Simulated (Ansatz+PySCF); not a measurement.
**singlet NaCl in separate pieces: levels of theory in one basis**

```xyz
2

Na    0.0000    0.0000    0.0000
Cl   10.0000    0.0000    0.0000
```

Basis set: cc-pVDZ (spherical functions). Correlated methods keep 6 orbitals frozen. Charge 0, multiplicity 1.

Computed with Ansatz (development build ahead of 0.2.0); each method stands on the lowest determinant of its kind that the runs found. NEVPT2 correlates all electrons. Active spaces start from the frontier orbitals, and the lowest solution found is given.

```
        method  E − E(RHF) (eV)  <S²> of the determinant
           RHF             0.00                     0.00
           UHF            -1.56                     1.01
       UHF-MP2            -4.58                     1.01
      UHF-CCSD            -5.04                     1.01
   UHF-CCSD(T)            -5.07                     1.01
  UHF-CCSDT(Q)            -5.08                     1.01
   CASSCF(6,6)            -2.18                        –
   CASSCF(2,2)            -1.45                        –
SC-NEVPT2(2,2)            -4.77                        –
SC-NEVPT2(6,6)            -4.73                        –
```

Problem. What does RHF-MP2 give on the same scale?

Solution. -3.84 eV.

Problem. Is a single determinant a sound starting point here?

Solution. It is doubtful. Unrestricted orbitals lower Hartree–Fock by 1.56 eV and <S²> is 1.01 where a pure state has 0.00, a sign of strong static correlation. The CASSCF(6,6) natural occupations are 1.99, 1.99, 1.00, 1.00, 0.01, 0.01. The CASSCF(2,2) natural occupations are 1.00, 1.00.

Caution for RHF, RHF-MP2: an unrestricted determinant lies well below. Caution for UHF, UHF-MP2, UHF-CCSD, UHF-CCSD(T), UHF-CCSDT(Q): the unrestricted determinant is a mixture of spin states; the determinant breaks the point group. Caution for RHF-MP2, UHF-MP2, UHF-CCSD, UHF-CCSD(T), UHF-CCSDT(Q): bonds are stretched, where a single reference can fail. Caution for CASSCF(6,6): other starts end on other solutions of this active space.
